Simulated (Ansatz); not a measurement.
Relaxing silver (fcc)

Level of theory: Ansatz 0.2.0, DFT, PBE, plane waves (420 eV) with PAW, scalar-relativistic.

k-point mesh 13×13×13, Fermi-Dirac smearing 0.1 eV, no spin polarisation. Cell and atoms relax.

Starting structure:

```yaml
crystal:
  lattice:
    - [0.0, 2.0431, 2.0431]
    - [2.0431, 0.0, 2.0431]
    - [2.0431, 2.0431, 0.0]
  atoms:
    - { symbol: Ag, position: [0.0, 0.0, 0.0] }
hamiltonian:
  xc: pbe
  pseudopotentials:
    kind: paw
    azcp:
      Ag: "pseudopotentials/Ag.paw.azcp"
basis:
  ecutwfc: 420
  fft_grid_basis: typed
kpoints:
  mp_grid: { grid: [13, 13, 13], shift: [0, 0, 0] }
magnetization:
  spin_polarized: false
scf:
  occupations: { method: fermi_dirac, width: 0.1 }
relax:
  max_steps: 60
  f_tol: 0.01
  cell: {}
```

Task: The pressure at the start is 4.6 GPa. By how much does the volume change?

Result: From 17.06 to 17.83 Å³ per atom, 4.5 %. The final cell has a = 4.147 Å.

Task: How much energy does the relaxation gain?

Result: 10.4 meV per atom.
